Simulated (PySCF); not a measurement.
Compound: butanal, C₄H₈O.
SMILES with atom numbers: `[CH3:1][CH2:2][CH2:3][CH:4]=[O:5]` (hydrogens: H6, H7, H8 on C1; H9, H10 on C2; H11, H12 on C3; H13 on C4)

Geometry (PBE0-D3(BJ)/def2-TZVP, Å), atoms numbered from 1 in this order:
```xyz
13
C4H8O angstrom
C     -1.648    0.082    0.795
C     -0.280   -0.495    0.477
C      0.546    0.425   -0.398
C      1.910   -0.089   -0.742
O      2.361   -1.139   -0.374
H     -2.226   -0.595    1.428
H     -1.564    1.037    1.322
H     -2.227    0.259   -0.116
H     -0.383   -1.462   -0.023
H      0.271   -0.697    1.399
H      0.686    1.409    0.072
H      0.037    0.646   -1.347
H      2.515    0.587   -1.387
```

Linear response at PBE0/aug-cc-pVTZ (PySCF, frozen core in the response, non-relativistic). One conformer (not necessarily the lowest) at the PBE0-D3(BJ)/def2-TZVP geometry, without solvent, vibrations or thermal averaging.

Static isotropic polarisability: 54.30 au (8.05 Å³), principal values 44.2, 55.7, 63.0 au.

Question: What is the polarisability at 1064 nm and at the sodium D line?

Answer: 54.70 au at 1064 nm (+0.7 %), 55.64 au at 589.3 nm (+2.5 %). The rise at 589.3 nm is 3.36 times that at 1064 nm; a pure ω² law gives 3.26. The lowest singlet lies at 284 nm, shorter than both wavelengths.

Question: What is the isotropic C6 coefficient between two such molecules, C6 = (3/π)∫α(iω)² dω?

Answer: 1300 au (Eh·bohr⁶) by a ten-point quadrature over imaginary frequencies, which is 777 eV·Å⁶ or 74.9 J·nm⁶/mol.

Question: Which effective excitation energy ω̄ makes London's formula C6 = (3/4)α²ω̄ exact here?

Answer: ω̄ = 4·C6/(3α²) = 0.588 Eh = 16.0 eV. A one-pole form α(ω) = α/(1 − ω²/ω̄²) fitted to the 1064 nm value gives 13.7 eV.

Question: What three-body coefficient follows from the one-pole estimate C9 = (3/4)·α·C6?

Answer: 52900 au. This is an estimate from the two numbers above, not a computed integral.

Question: How many electrons N does the Slater–Kirkwood formula C6 = (3/4)·√N·α^(3/2) need to give this C6?

Answer: N = (4·C6/3)²/α³ = 18.8; the species has 40 electrons in all.

Question: What molar refraction at the D line follows from R = (4π/3)·N_A·α′, with α′ the polarisability volume?

Answer: α′ = 8.25 Å³ gives R = 20.80 cm³/mol, for isolated, non-vibrating species.

Question: The lowest 10 singlets have (eV, f): 4.37, 0.000; 6.33, 0.016; 6.77, 0.051; 6.96, 0.006; 7.04, 0.003; 7.47, 0.005; 7.72, 0.029; 7.81, 0.001; 7.83, 0.001; 7.85, 0.002. What share of the static polarisability do they carry in the sum over states α = Σ f/ω²?

Answer: 1.74 au, 3.2 % of α; the largest term, 0.82 au, is that of the state at 6.77 eV. Their oscillator strengths add up to 0.11. Higher states carry the rest.

Question: How anisotropic is the static polarisability, by Δα² = ½[(α1 − α2)² + (α2 − α3)² + (α3 − α1)²]?

Answer: Δα = 16.5 au, or 0.30 of the isotropic value.

Question: What n − 1 at the D line would an ideal gas of it have at 273.15 K and 1 atm (2.6868 × 10¹⁹ cm⁻³), by n − 1 = 2π·N·α′?

Answer: 13.92 × 10⁻⁴, a formal value whether or not that pressure can be reached.
